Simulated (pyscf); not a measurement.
Thermochemistry of product channels of F–CH(F)–Cl + F• on the doublet surface, in kJ/mol, from CCSD(T)/def2-TZVPP + ΔMP2(QZVPP) energies (ideal gas, 1 atm, RRHO with modes under 100 cm⁻¹ raised to 100, one conformer, R ln 2 for chiral ones without a mode under 150 cm⁻¹). Structures and frequencies: ωB97X-D3(BJ)/def2-SVP in PySCF. MP2 and CC: frozen core, UHF for open shells. ΔMP2 is the change of the MP2 total energy from the triple- to the quadruple-zeta basis.

| products | ΔE | ΔH(298 K) | ΔG(600 K) | ΔG(900 K) |
|---|---|---|---|---|
| HF + F–C•(F)–Cl | -133.9 | -141.4 | -158.5 | -167.5 |
| F–C•(F)–F + HCl | -145.4 | -155.6 | -167.3 | -172.8 |

These are energies of the channels, which say nothing of barriers. The CCSD(T) − MP2 part came from Ansatz, without density fitting, on the same reference. Left out: orbital degeneracy and the spin-orbit lowering of F.
